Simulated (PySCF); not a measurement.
Compound: C₃H₅O₂ (charge +1).
SMILES with atom numbers: `[CH3:1][O:2][CH2:3][C:4]#[O+:5]` (hydrogens: H6, H7, H8 on C1; H9, H10 on C3)

Structure used (PBE0-D3(BJ)/def2-SVP), in Å, numbered top down from 1:
```xyz
10
C3H5O2 angstrom
C     -1.3773   -0.3257    0.0397
O     -0.2963    0.0245   -0.8289
C      0.7532    0.6634   -0.2658
C      1.7063   -0.3822    0.2401
O      2.3253   -1.2726    0.5021
H     -1.7567    0.5677    0.5600
H     -2.1580   -0.7411   -0.6069
H     -1.0698   -1.0931    0.7705
H      0.5402    1.3417    0.5878
H      1.3422    1.2230   -1.0207
```

Level: PBE0/def2-SVPD in PySCF, non-relativistic, on one gas-phase PBE0-D3(BJ)/def2-SVP geometry that isn't relaxed in the solvent. The solvent is an IEF-PCM continuum (cavity from Bondi-type radii × 1.2). The model holds no explicit solvent molecules, cavitation or dispersion.

```json
{"medium": "gas phase", "total energy (Eh)": "-266.941338", "HOMO (eV)": "-14.225", "LUMO (eV)": "-8.459"}
{"medium": "benzene (ε = 2.271)", "total energy (Eh)": "-266.998104", "HOMO (eV)": "-11.481", "LUMO (eV)": "-5.559"}
```

Task: What is E(solvent) − E(gas) in benzene, in kJ/mol?

Result: -266.998104 − (-266.941338) = -0.056766 Eh = -149.04 kJ/mol.

Task: Scale it by Born's factor 1 − 1/ε to dichloromethane (ε = 8.93), and compare with the calculation.

Result: The factor goes from 0.560 to 0.888, a ratio of 1.587, which gives -236.51 kJ/mol. The calculation gives -240.59 kJ/mol (total energy -267.032974 Eh), so the scaled value is 1.7 % too small in size.

Task: Scale the changes of the other columns the same way. What are the values in dichloromethane?

Result: 
```json
{"quantity": "HOMO (eV)", "scaled": "-9.870", "computed": "-9.888", "difference": "+0.018"}
{"quantity": "LUMO (eV)", "scaled": "-3.857", "computed": "-3.821", "difference": "-0.036"}
```

Task: How does each lowering split into the polarisation term (half the interaction with the induced surface charges) and the distortion of the solute's density?

Result: benzene: -150.25 + 1.21 kJ/mol, the distortion taking back 1 % of the polarisation term; dichloromethane: -245.17 + 4.58 kJ/mol, the distortion taking back 2 % of the polarisation term.
